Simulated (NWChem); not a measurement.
HS anion

Computed with NWChem. Sets without diffuse functions describe the anion's extra electron poorly. The highest occupied level is positive in some or all of these runs, so the extra electron may be held by the finite basis. Each level has its own optimisation; frequencies are unscaled.

For level BLYP/def2-SVP:

```yaml
highest harmonic frequency (cm⁻¹): 2443
```

### Question
How do the values read with level B3LYP/def2-SVPD instead?

### Answer
- highest harmonic frequency (cm⁻¹) = 2624
